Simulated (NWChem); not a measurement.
System: N$_{2}$ cation, doublet

The following NWChem deck was run.

```
start job
memory heap 200 mb stack 900 mb global 1100 mb
charge 1
geometry units angstroms noautosym nocenter noautoz
  N      0.000000     0.000000    -0.561364
  N      0.000000     0.000000     0.561364
end
basis spherical
  * library iglo-iii
end
dft
  odft
  mult 2
  xc hfexch
  iterations 150
end
property
  hyperfine
end
task dft property
```

NWChem printed, in part:

```
             Northwest Computational Chemistry Package (NWChem) 7.3.0
             --------------------------------------------------------

                             Geometry "geometry" -> ""
                             -------------------------

 Output coordinates in angstroms (scale by  1.889725989 to convert to a.u.)

  No.       Tag          Charge          X              Y              Z
 ---- ---------------- ---------- -------------- -------------- --------------
    1 N                    7.0000     0.00000000     0.00000000    -0.56136400
    2 N                    7.0000     0.00000000     0.00000000     0.56136400

 Effective nuclear repulsion energy (a.u.)      23.0952512104

  xc_inp: hfexch multiplicative factor not found.
                              NWChem Property Module
                              ----------------------

  itol2e modified to match energy
  convergence criterion.

                                 NWChem DFT Module
                                 -----------------

 Summary of "ao basis" -> "ao basis" (spherical)
 ------------------------------------------------------------------------------
       Tag                 Description            Shells   Functions and Types
 ---------------- ------------------------------  ------  ---------------------
 N                          iglo-iii                15       35   7s6p2d

  itol2e modified to match energy
  convergence criterion.

            General Information
            -------------------
          SCF calculation type: DFT
          Wavefunction type:  spin polarized.
          No. of atoms     :     2
          No. of electrons :    13
           Alpha electrons :     7
            Beta electrons :     6
          Charge           :     1
          Spin multiplicity:     2
          Use of symmetry is: off; symmetry adaption is: off
          Maximum number of iterations: 150
          AO basis - number of functions:    70
                     number of shells:    30
          Convergence on energy requested:  1.00D-07
          Convergence on density requested:  1.00D-05
          Convergence on gradient requested:  5.00D-04

              XC Information
              --------------
                     Hartree-Fock (Exact) Exchange  1.000

      Superposition of Atomic Density Guess
      -------------------------------------

 Sum of atomic energies:        -108.62506946

 Renormalizing density from      14.00 to     13

      Non-variational initial energy
      ------------------------------

 Total energy =    -103.645795
 1-e energy   =    -179.170947
 2-e energy   =      52.429900
 HOMO         =      -0.961615
 LUMO         =      -0.522335

   convergence    iter        energy       DeltaE   RMS-Dens  Diis-err
 ---------------- ----- ----------------- --------- --------- ---------
 d= 0,ls=0.0,diis     1   -108.3786691881 -1.31D+02  1.42D-03  1.19D-01
                                                     1.74D-03  1.03D-01
 d= 0,ls=0.0,diis     2   -108.4034851415 -2.48D-02  4.18D-04  5.11D-03
                                                     2.31D-04  2.22D-03
 d= 0,ls=0.0,diis     3   -108.4054650580 -1.98D-03  2.09D-04  5.65D-04
                                                     1.93D-04  2.98D-04
 d= 0,ls=0.0,diis     4   -108.4057965461 -3.31D-04  3.14D-05  1.42D-05
                                                     3.74D-05  1.09D-05
 d= 0,ls=0.0,diis     5   -108.4058052576 -8.71D-06  7.48D-06  4.24D-07
                                                     8.25D-06  3.51D-07
 d= 0,ls=0.0,diis     6   -108.4058055911 -3.33D-07  1.51D-06  1.79D-08
                                                     1.86D-06  3.13D-08
 d= 0,ls=0.0,diis     7   -108.4058056135 -2.24D-08  2.41D-07  3.58D-10
                                                     4.37D-07  1.37D-09

         Total DFT energy =     -108.405805613529
      One electron energy =     -186.960730937684
           Coulomb energy =       68.117547443015
    Exchange-Corr. energy =      -12.657873329291
 Nuclear repulsion energy =       23.095251210431

 Numeric. integr. density =        0.000000000000

                    DFT Final Alpha Molecular Orbital Analysis
                    ------------------------------------------

 Vector    5  Occ=1.000000D+00  E=-1.143882D+00
              MO Center=  7.7D-15,  4.3D-14,  9.9D-12, r^2= 1.2D+00
   Bfn.  Coefficient  Atom+Function         Bfn.  Coefficient  Atom+Function
  ----- ------------  ---------------      ----- ------------  ---------------
    19     -0.266003  1 N  pz                54      0.266003  2 N  pz
     6      0.241971  1 N  s                 41      0.241971  2 N  s
    16     -0.201670  1 N  pz                51      0.201670  2 N  pz
    22     -0.127393  1 N  pz                57      0.127393  2 N  pz
     7      0.093695  1 N  s                 42      0.093695  2 N  s

 Vector    6  Occ=1.000000D+00  E=-1.027712D+00
              MO Center= -2.0D-14, -3.5D-15, -6.8D-13, r^2= 8.3D-01
   Bfn.  Coefficient  Atom+Function         Bfn.  Coefficient  Atom+Function
  ----- ------------  ---------------      ----- ------------  ---------------
    17      0.256274  1 N  px                52      0.256274  2 N  px
    20      0.168366  1 N  px                55      0.168366  2 N  px
    14      0.165828  1 N  px                49      0.165828  2 N  px
    18      0.083651  1 N  py                53      0.083651  2 N  py
    11      0.069691  1 N  px                46      0.069691  2 N  px

 Vector    7  Occ=1.000000D+00  E=-1.027712D+00
              MO Center=  1.3D-14, -4.0D-14, -6.9D-13, r^2= 8.3D-01
   Bfn.  Coefficient  Atom+Function         Bfn.  Coefficient  Atom+Function
  ----- ------------  ---------------      ----- ------------  ---------------
    18      0.256274  1 N  py                53      0.256274  2 N  py
    21      0.168366  1 N  py                56      0.168366  2 N  py
    15      0.165828  1 N  py                50      0.165828  2 N  py
    17     -0.083651  1 N  px                52     -0.083651  2 N  px
    12      0.069691  1 N  py                47      0.069691  2 N  py

 Vector    8  Occ=0.000000D+00  E=-2.606919D-01
              MO Center=  4.8D-15, -1.1D-14,  4.4D-13, r^2= 1.4D+00
   Bfn.  Coefficient  Atom+Function         Bfn.  Coefficient  Atom+Function
  ----- ------------  ---------------      ----- ------------  ---------------
    24      0.319353  1 N  py                59     -0.319353  2 N  py
    21      0.278429  1 N  py                56     -0.278429  2 N  py
    18      0.271093  1 N  py                53     -0.271093  2 N  py
    15      0.174370  1 N  py                50     -0.174370  2 N  py
    23     -0.105279  1 N  px                58      0.105279  2 N  px

 Vector    9  Occ=0.000000D+00  E=-2.606919D-01
              MO Center= -9.8D-15, -1.4D-15,  4.1D-13, r^2= 1.4D+00
   Bfn.  Coefficient  Atom+Function         Bfn.  Coefficient  Atom+Function
  ----- ------------  ---------------      ----- ------------  ---------------
    23      0.319353  1 N  px                58     -0.319353  2 N  px
    20      0.278429  1 N  px                55     -0.278429  2 N  px
    17      0.271093  1 N  px                52     -0.271093  2 N  px
    14      0.174370  1 N  px                49     -0.174370  2 N  px
    24      0.105279  1 N  py                59     -0.105279  2 N  py

 Vector   10  Occ=0.000000D+00  E=-1.569309D-02
              MO Center= -2.6D-14, -2.7D-15, -1.7D-11, r^2= 6.8D+00
   Bfn.  Coefficient  Atom+Function         Bfn.  Coefficient  Atom+Function
  ----- ------------  ---------------      ----- ------------  ---------------
     7      4.017189  1 N  s                 42     -4.017189  2 N  s
    25      1.964380  1 N  pz                60      1.964380  2 N  pz
    22      0.234423  1 N  pz                57      0.234423  2 N  pz
     6      0.139704  1 N  s                 41     -0.139704  2 N  s
     5      0.134529  1 N  s                 40     -0.134529  2 N  s

                     DFT Final Beta Molecular Orbital Analysis
                     -----------------------------------------

 Vector    4  Occ=1.000000D+00  E=-1.049421D+00
              MO Center= -3.8D-16, -3.3D-14, -5.8D-13, r^2= 1.2D+00
   Bfn.  Coefficient  Atom+Function         Bfn.  Coefficient  Atom+Function
  ----- ------------  ---------------      ----- ------------  ---------------
     6      0.483422  1 N  s                 41     -0.483422  2 N  s
     5      0.267066  1 N  s                 40     -0.267066  2 N  s
     7      0.198172  1 N  s                 42     -0.198172  2 N  s
     3     -0.111179  1 N  s                 38      0.111179  2 N  s
     4     -0.078640  1 N  s                 39      0.078640  2 N  s

 Vector    5  Occ=1.000000D+00  E=-1.012642D+00
              MO Center=  8.6D-15, -5.2D-14, -6.1D-13, r^2= 8.2D-01
   Bfn.  Coefficient  Atom+Function         Bfn.  Coefficient  Atom+Function
  ----- ------------  ---------------      ----- ------------  ---------------
    18      0.258974  1 N  py                53      0.258974  2 N  py
    21      0.176837  1 N  py                56      0.176837  2 N  py
    15      0.169483  1 N  py                50      0.169483  2 N  py
    12      0.071483  1 N  py                47      0.071483  2 N  py
    17     -0.046437  1 N  px                52     -0.046437  2 N  px

 Vector    6  Occ=1.000000D+00  E=-1.012642D+00
              MO Center= -1.1D-14, -2.9D-15, -5.6D-13, r^2= 8.2D-01
   Bfn.  Coefficient  Atom+Function         Bfn.  Coefficient  Atom+Function
  ----- ------------  ---------------      ----- ------------  ---------------
    17      0.258974  1 N  px                52      0.258974  2 N  px
    20      0.176837  1 N  px                55      0.176837  2 N  px
    14      0.169483  1 N  px                49      0.169483  2 N  px
    11      0.071483  1 N  px                46      0.071483  2 N  px
    18      0.046437  1 N  py                53      0.046437  2 N  py

 Vector    7  Occ=0.000000D+00  E=-5.196532D-01
              MO Center=  9.1D-15,  3.9D-14,  5.1D-13, r^2= 1.4D+00
   Bfn.  Coefficient  Atom+Function         Bfn.  Coefficient  Atom+Function
  ----- ------------  ---------------      ----- ------------  ---------------
    19     -0.236942  1 N  pz                54      0.236942  2 N  pz
     7      0.223123  1 N  s                 42      0.223123  2 N  s
    16     -0.174283  1 N  pz                22     -0.174361  1 N  pz
    51      0.174283  2 N  pz                57      0.174361  2 N  pz
     6      0.155749  1 N  s                 41      0.155749  2 N  s

 Vector    8  Occ=0.000000D+00  E=-2.299987D-01
              MO Center= -5.1D-14,  4.4D-14,  3.8D-13, r^2= 1.5D+00
   Bfn.  Coefficient  Atom+Function         Bfn.  Coefficient  Atom+Function
  ----- ------------  ---------------      ----- ------------  ---------------
    23      0.284457  1 N  px                58     -0.284457  2 N  px
    24     -0.249215  1 N  py                59      0.249215  2 N  py
    20      0.238001  1 N  px                55     -0.238001  2 N  px
    17      0.214024  1 N  px                52     -0.214024  2 N  px
    21     -0.208515  1 N  py                56      0.208515  2 N  py

 Vector    9  Occ=0.000000D+00  E=-2.299987D-01
              MO Center=  2.5D-14,  2.7D-14,  4.0D-13, r^2= 1.5D+00
   Bfn.  Coefficient  Atom+Function         Bfn.  Coefficient  Atom+Function
  ----- ------------  ---------------      ----- ------------  ---------------
    24      0.284457  1 N  py                59     -0.284457  2 N  py
    23      0.249215  1 N  px                58     -0.249215  2 N  px
    21      0.238001  1 N  py                56     -0.238001  2 N  py
    18      0.214024  1 N  py                53     -0.214024  2 N  py
    20      0.208515  1 N  px                55     -0.208515  2 N  px

   alpha - beta orbital overlaps
   -----------------------------

   alpha      1      2      3      4      5      6      7      8      9     10
    beta      1      2      3      4      7      6      5      8      9     10
 overlap   1.000  1.000  0.999  0.992  0.987  0.990  0.990  0.861  0.861  0.999

   alpha     11     12     13     14     15     16     17     18     19     20
    beta     12     11     13     14     16     15     17     20     18     19
 overlap   0.999  0.999  0.977  0.987  0.877  0.877  0.958  0.958  0.974  0.974

   alpha     21     22     23     24     25     26     27     28     29     30
    beta     21     22     23     26     27     25     24     30     29     28
 overlap   0.712  0.712  0.998  0.985  0.985  0.881  0.881  0.990  0.740  0.740

[...]

          ----------------------
          Hyperfine Interactions
          ----------------------

 Total Spin Density (Fermi Contact Term)
 ------------------ --------------------
     Atom            x         y         z       Density (a.u.)      Aiso(MHz)     Aiso(Gauss)
     1  14-N      0.00000   0.00000  -1.06082       0.063438         20.497015       7.313832
     2  14-N      0.00000   0.00000   1.06082       0.063438         20.497015       7.313832

           -------------------------------------------
           Anisotropic Interaction (Spin-Dipolar Term)
           -------------------------------------------

 ------------------------------------------------------------
     Atom            x         y         z
 ------------------------------------------------------------
     1  14-N      0.00000   0.00000  -1.06082

   Spin-Dipolar term (a.u.)
        xx             yy             zz             xy             xz             yz
 ------------------------------------------------------------------------------------------
      -0.839091      -0.839091       1.678182       0.000000       0.000000      -0.000000

   Principal Comp. of -hf- tensor (au)            Anisotropic -hfcc- (MHz)               Anisotropic -hfcc- (Gauss)
 --------------------------------------------------------------------------------------------------------------------------
     -0.839091    -0.839091     1.678182     -32.361855   -32.361855    64.723710     -11.547495   -11.547495    23.094990

   Orientation of the principal axis of Hyperfine Tensor w.r.t absolute (molecular) frame
 --------------------------------------------------------------------------------------------------------------------------
      1.000000     0.000000     0.000000
      0.000000     1.000000    -0.000000
      0.000000    -0.000000     1.000000

 ------------------------------------------------------------
     Atom            x         y         z
 ------------------------------------------------------------
     2  14-N      0.00000   0.00000   1.06082

   Spin-Dipolar term (a.u.)
        xx             yy             zz             xy             xz             yz
 ------------------------------------------------------------------------------------------
      -0.839091      -0.839091       1.678182       0.000000       0.000000       0.000000

   Principal Comp. of -hf- tensor (au)            Anisotropic -hfcc- (MHz)               Anisotropic -hfcc- (Gauss)
 --------------------------------------------------------------------------------------------------------------------------
     -0.839091    -0.839091     1.678182     -32.361855   -32.361855    64.723710     -11.547495   -11.547495    23.094990

   Orientation of the principal axis of Hyperfine Tensor w.r.t absolute (molecular) frame
 --------------------------------------------------------------------------------------------------------------------------
      1.000000     0.000000     0.000000
      0.000000     1.000000     0.000000
      0.000000     0.000000     1.000000
```

Level: UHF/IGLO-III, contact and dipolar terms. Coordinates come from a PBE-D3(BJ)/def2-SVP, spin-unrestricted optimisation. No stability test was run on the SCF state.
